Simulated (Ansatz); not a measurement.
Results of BLYP (Ansatz, a program for electronic structure, PAW) for MgSiP₂ (I-42d, No. 122, 8 atoms in the cell).

Run with plane-wave cutoff 520 eV, 8×8×8 k mesh, Fermi–Dirac smearing 0.01 eV, scalar-relativistic PAW data made under PBE.

Cell (relaxed at this level):

```cif
data_Mg4P8Si4
_chemical_formula_sum 'Mg4 Si4 P8'
_space_group_name_H-M_alt 'I-42d'
_space_group_IT_number 122
_space_group_name_Hall 'I -4 2bw'
_cell_length_a 5.76829
_cell_length_b 5.76829
_cell_length_c 10.54806
_cell_angle_alpha 90.000
_cell_angle_beta 90.000
_cell_angle_gamma 90.000
loop_
_atom_site_label
_atom_site_type_symbol
_atom_site_symmetry_multiplicity
_atom_site_Wyckoff_symbol
_atom_site_fract_x
_atom_site_fract_y
_atom_site_fract_z
_atom_site_occupancy
Mg1 Mg 4 a 0.00000 0.00000 0.00000 1
Si1 Si 4 b 0.00000 0.00000 0.50000 1
P1 P 8 d 0.28986 0.25000 0.12500 1
```
(The calculation used a cell of 8 atoms; values per cell refer to that cell.)

Problem. What does this level give for the bulk modulus, band gap and pressure derivative B′ of the bulk modulus?

Solution. 
bulk modulus: 65.3 GPa
band gap: 1.73 eV (direct)
pressure derivative B′ of the bulk modulus: 4.2

Note: the relaxation could not lower the start's symmetry, so the cell can be a saddle point above a distorted one; the bulk modulus comes from volumes at which shape and atoms were relaxed.

The computed numbers hold no vibrational or temperature effects.
